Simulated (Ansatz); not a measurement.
## CH₅OSi (charge -1), SMILES CO[SiH2-]: a saddle search for pyramidal inversion, step by step

Program: the Python package of Ansatz (0.2.0).

The cells in order, each with its output:

**Cell 1**
```python
import warnings

import ansatz as az
import numpy as np
```

**Cell 2**
```python
SETTINGS = {
    "basis": "def2-SVP",
    "xc": "hf",
    "net_charge": -1,
}

warnings.simplefilter("ignore", az.DeckWarning)
```

**Cell 3**
```python
geometry_ang = [
    ("C", [1.0444, 0.0913, -0.1036]),
    ("O", [0.0461, -0.8036, -0.5691]),
    ("Si", [-1.5336, -0.5274, -0.1228]),
    ("H", [0.8684, 1.109, -0.4705]),
    ("H", [1.1027, 0.0874, 0.9909]),
    ("H", [2.0105, -0.2446, -0.4933]),
    ("H", [-1.9254, 0.8249, -0.5899]),
    ("H", [-1.6131, -0.537, 1.3584]),
]
geometry = az.Crystal.molecule()
for symbol, xyz in geometry_ang:
    geometry = geometry.atom(symbol, xyz)
```

**Cell 4**
```python
job = (
    geometry.calculation()
    .basis(gaussian=SETTINGS["basis"])
    .functional(SETTINGS["xc"])
    .charge(SETTINGS["net_charge"])
)
symbols = [site.symbol for site in geometry.cartesian_sites]
start = np.array([site.position_ang for site in geometry.cartesian_sites], dtype=float)
summary = job.relax(force_tolerance=0.005, max_steps=100).run(threads=1).report
end = np.array(summary["positions_ang"])
```

**Cell 5**
```python
a, b, d = end[[1, 6, 7]]
normal = np.cross(b - a, d - a)
normal /= np.linalg.norm(normal)
flat = end.copy()
flat[2] -= 0.8 * ((end[2] - a) @ normal) * normal
guess = np.zeros_like(flat)
guess[2] = normal
near = az.Crystal.molecule()
for symbol, place in zip(symbols, flat):
    near = near.atom(symbol, place.tolist())
search = (
    near.calculation()
    .basis(gaussian=SETTINGS["basis"])
    .functional(SETTINGS["xc"])
    .charge(SETTINGS["net_charge"])
    .saddle(mode_guess=guess.tolist(), force_tolerance=0.01, max_steps=40)
)
steps = []
top = search.session().plan().execute(on_event=lambda e: steps.append(e["data"]) if e["event"] == "saddle_step" else None).report
for s in steps:
    print(f"step {s['step']:2d}  E = {s['lagrangian_ev']:.5f} eV  force {s['allowed_force_max_ev_ang']:.4f} eV/A  curvature {s['curvature_ev_ang2']:.3f} eV/A^2")
print(f"minimum {summary['free_energy_ev']:.5f} eV, saddle {top['free_energy_ev']:.5f} eV")
print(f"electronic barrier {(top['free_energy_ev'] - summary['free_energy_ev']):.2f} eV")
saddle = np.array(top["positions_ang"])
print("final positions (A) and the move of each atom")
for symbol, xyz, old in zip(symbols, saddle, end):
    print(f"{symbol:2s} {xyz[0]:10.5f} {xyz[1]:10.5f} {xyz[2]:10.5f}   {np.linalg.norm(xyz - old):7.4f}")
```
Output:
```text
step  1  E = -10999.53029 eV  force 8.0060 eV/A  curvature -22.851 eV/A^2
step  2  E = -10999.85430 eV  force 3.5413 eV/A  curvature -24.676 eV/A^2
step  3  E = -11000.87913 eV  force 2.7346 eV/A  curvature -11.640 eV/A^2
step  4  E = -11000.88779 eV  force 1.5380 eV/A  curvature -19.214 eV/A^2
step  5  E = -11000.93682 eV  force 0.6812 eV/A  curvature -23.887 eV/A^2
step  6  E = -11001.00799 eV  force 0.5683 eV/A  curvature -24.688 eV/A^2
step  7  E = -11001.02525 eV  force 0.3672 eV/A  curvature -25.216 eV/A^2
step  8  E = -11001.03092 eV  force 0.2573 eV/A  curvature -25.381 eV/A^2
step  9  E = -11001.03202 eV  force 0.1160 eV/A  curvature -25.419 eV/A^2
step 10  E = -11001.03210 eV  force 0.0088 eV/A  curvature -25.490 eV/A^2
minimum -11003.43803 eV, saddle -11001.03210 eV
electronic barrier 2.41 eV
final positions (A) and the move of each atom
C     1.22505    0.11045   -0.11916    0.2202
O     0.08836   -0.59053   -0.42695    0.2619
Si   -1.47726   -0.11883    0.15376    0.6808
H     1.19023    1.15349   -0.46557    0.3643
H     1.41913    0.15538    0.96225    0.3643
H     2.09671   -0.36782   -0.59323    0.2115
H    -2.23738    0.80347   -0.69800    0.4686
H    -1.89475   -0.69058    1.43934    0.4686
```

Notes:
- Total energies depend on the basis set; only differences at equal settings carry meaning.
- The energies are electronic: no zero-point or thermal terms, and the basis set is short of its limit. No separate frequency run checks the order of the saddle point.
- Anions want diffuse functions, which this basis lacks.
- The script silences the warnings on its input, which a real study should read.
- The whole script took 54 s on 1 thread of Arm Neoverse V1 (shared host), peak memory 0.2 GiB.
